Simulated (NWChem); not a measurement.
System: BF₃; SMILES FB(F)F

Here is an NWChem input.

```
start job
memory heap 200 mb stack 900 mb global 1100 mb
geometry units angstroms noautoz
  B      0.000000     0.000000    -0.002277
  F     -0.345830    -1.263922     0.000339
  F     -0.921674     0.931458     0.000339
  F      1.267503     0.332464     0.000339
end
basis spherical
  * library def2-tzvpd
end
dft
  xc m06-2x
  iterations 150
  mulliken
end
task dft energy
```

Structure relaxed at the PBE0/def2-SVP level.

Give the results of this calculation. (M06-2X/def2-TZVPD.) Quantities: energy (Ha); highest occupied level (eV); orbital gap (eV).


```
Property                       Value
---------------------------  -------
energy (Ha)                  -324.61
highest occupied level (eV)   -14.52
orbital gap (eV)               14.40
```
